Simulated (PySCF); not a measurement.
Identify the unknown among the candidates.

All candidates are C5H7F.

| technique | computed result |
| --- | --- |
| UV, strongest line | among the 6 lowest singlet transitions: S2 at 7.14 eV (174 nm, f = 0.126) [TDDFT PBE0/def2-SVPD] |
| UV, first state | lowest singlet excitation: 6.87 eV (181 nm, f = 0.030) [TDDFT PBE0/def2-SVPD] |
| 1H NMR | chemical shifts (computed TMS as zero) by class: 4.95 (1 H), 3.03 (1 H), 2.39 (1 H), 2.25 (1 H), 1.18 (3 H) ppm [GIAO PBE0/pcSseg-1] |
| Polarisability | 57.5 au [PBE0/def2-SVPD] |
| Rotational structure | rotational constants A, B, C: 9.396, 2.348, 2.113 GHz [GFN2-xTB] |
| 13C NMR | chemical shifts (computed TMS as zero) by class: 163.2 (1 C), 117.2 (1 C), 43.1 (1 C), 28.0 (1 C), 22.0 (1 C) ppm [GIAO PBE0/pcSseg-1] |

Electronic properties: PySCF, gas phase, density fitting. Levels stand in brackets. Geometry: GFN2-xTB; no solvent, vibrations or thermal averaging. NMR classes are plain means over equivalent atoms (diastereotopic ones count apart unless rotation or inversion swaps them), as if these changed places fast.

**Question.** Which candidate is it?
A. `C=CC/C=C\F`
B. `C[C@H]1C=C(F)C1`
C. `C=CC/C=C/F`

**Answer.** B. It is `C[C@H]1C=C(F)C1`. Numbering: `[CH3:1][C@H:2]1[CH:3]=[C:4]([F:5])[CH2:6]1`. Its formula, C5H7F, gives 2 degrees of unsaturation: 1 ring and 1 π bond in the structure found. 5 carbons fall into 5 classes; from least to most shielded: vinylic C–F carbon [C4] (163.2 ppm), alkene CH carbon [C3] (117.2 ppm), allylic carbon [C6] (43.1 ppm), allylic carbon [C2] (28.0 ppm), methyl carbon [C1] (22.0 ppm). Hydrogen classes from least to most shielded: 1 H on an alkene CH carbon, C3 (4.95 ppm), 1 H on an allylic carbon, C6 (3.03 ppm), 1 H on an allylic carbon, C2 (2.39 ppm), 1 H on an allylic carbon, C6 (2.25 ppm), 3 H on a methyl carbon, C1 (1.18 ppm, a mean of values up to 0.8 ppm apart in this geometry). By its constants the optimised geometry is an asymmetric top.

The others, at the same levels:
- `C=CC/C=C/F` fails: its computed 13C shifts are 158.8 (1 C), 145.9 (1 C), 121.4 (1 C), 117.1 (1 C), 37.5 (1 C) ppm, 1H shifts are 6.86 (1 H), 6.17 (1 H), 5.68 (1 H), 5.39 (1 H), 5.28 (1 H), 2.73 (2 H) ppm and lowest singlet excitation is 6.34 eV (195 nm, f = 0.096) (against 6.87 eV).
- `C=CC/C=C\F` fails: its computed 13C shifts are 157.6 (1 C), 146.5 (1 C), 122.0 (1 C), 117.7 (1 C), 34.3 (1 C) ppm, 1H shifts are 6.86 (1 H), 6.00 (1 H), 5.45 (1 H), 5.30 (1 H), 4.85 (1 H), 3.08 (2 H) ppm and rotational constant A is 12.166 GHz (against 9.396 GHz).

Each candidate is one conformer, not necessarily the lowest. Dipoles, sizes and rotational constants follow the conformer. The torsions of the flexible species, by atom-mapped SMILES:
- `[CH2:1]=[CH:2][CH2:3]/[CH:4]=[CH:5]/[F:6]`: C1–C2–C3–C4 117°, C2–C3–C4–C5 -116°
- `[CH2:1]=[CH:2][CH2:3]/[CH:4]=[CH:5]\[F:6]`: C1–C2–C3–C4 118°, C2–C3–C4–C5 120°
